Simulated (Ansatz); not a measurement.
# B2FH3: the cost of one run

Computed with the Python package of Ansatz 0.2.0. Level of theory: Hartree-Fock/cc-pVDZ.

### Step 1. The structure

Bond lengths: B1–B2 1.608 Å, B2–F3 1.433 Å, B1–H4 1.152 Å, B1–H5 1.235 Å, B2–H6 1.165 Å. Angles: B1–B2–F3 120.4°, B1–B2–H6 118.9°, F3–B2–H6 120.7°, B2–B1–H4 123.1°, B2–B1–H5 120.3°, H4–B1–H5 116.6°.

No structure file is read: the coordinates are typed or built in the script.

### Step 2. Script

Contents of dimer_b2fh3.py:

```python
# -*- coding: utf-8 -*-
'''Binding of a B2FH3 dimer at a trial geometry.'''

import logging
import sys

import ansatz as az

logging.basicConfig(stream=sys.stdout, format='%(levelname)s %(message)s')
log = logging.getLogger('b2fh3')
log.setLevel(logging.INFO)

FIRST = [
    ('B', (-0.4138, 0.1561, -0.6803)),
    ('B', (0.4126, -0.2529, 0.6365)),
    ('F', (0.6582, 0.7107, 1.6677)),
    ('H', (-0.6124, -0.5732, -1.5492)),
    ('H', (-0.8627, 1.3002, -0.8049)),
    ('H', (0.8182, -1.3408, 0.7303)),
]
SECOND = [
    ('B', (0.3938, 1.2767, -5.3915)),
    ('B', (0.9705, 0.365, -4.1997)),
    ('F', (2.3099, -0.14, -4.2553)),
    ('H', (-0.6841, 1.6821, -5.4073)),
    ('H', (1.1082, 1.5675, -6.3564)),
    ('H', (0.2765, 0.1124, -3.2989)),
]

def energy(atoms, ghosts=()):
    molecule = az.Crystal.molecule()
    for symbol, xyz in atoms:
        molecule = molecule.atom(symbol, xyz)
    calc = (
        molecule.calculation()
        .basis(gaussian='cc-pVDZ')
        .functional('HF')
    )
    deck = calc.input()
    if ghosts:
        deck = deck.set(az.key.basis.gaussian.ghost_atoms, [{'symbol': s, 'position_ang': list(xyz)} for s, xyz in ghosts])
    return az.Session.from_dict(deck).plan().execute().report['free_energy_ev']


def main():
    # ghost atoms carry the functions of the partner
    both = energy(FIRST + SECOND)
    alone = energy(FIRST) + energy(SECOND)
    ghosted = energy(FIRST, SECOND) + energy(SECOND, FIRST)
    log.info(f'dimer {both:.6f} eV')
    log.info(f'interaction, uncorrected   {23.060548 * (both - alone):8.3f} kcal/mol')
    log.info(f'interaction, counterpoise  {23.060548 * (both - ghosted):8.3f} kcal/mol')
    log.info(f'basis-set superposition    {23.060548 * (alone - ghosted):8.3f} kcal/mol')


if __name__ == '__main__':
    main()
```

### Step 3. What the engine is handed

The package turns the script's settings into the engine's input (first run):

```yaml
crystal:
  periodic: [false, false, false]
  atoms:
    - { symbol: B, position_ang: [-0.4138, 0.1561, -0.6803] }
    - { symbol: B, position_ang: [0.4126, -0.2529, 0.6365] }
    - { symbol: F, position_ang: [0.6582, 0.7107, 1.6677] }
    - { symbol: H, position_ang: [-0.6124, -0.5732, -1.5492] }
    - { symbol: H, position_ang: [-0.8627, 1.3002, -0.8049] }
    - { symbol: H, position_ang: [0.8182, -1.3408, 0.7303] }
    - { symbol: B, position_ang: [0.3938, 1.2767, -5.3915] }
    - { symbol: B, position_ang: [0.9705, 0.365, -4.1997] }
    - { symbol: F, position_ang: [2.3099, -0.14, -4.2553] }
    - { symbol: H, position_ang: [-0.6841, 1.6821, -5.4073] }
    - { symbol: H, position_ang: [1.1082, 1.5675, -6.3564] }
    - { symbol: H, position_ang: [0.2765, 0.1124, -3.2989] }
basis:
  gaussian:
    orbitals: cc-pVDZ
hamiltonian:
  xc: hf
```

### Step 4. Running it

Started as:

```
$ python dimer_b2fh3.py
```

What time and memory should one allow on 1 thread of Arm Neoverse V2, shared host?

About 2.7 s, with a peak of 0.23 GiB.
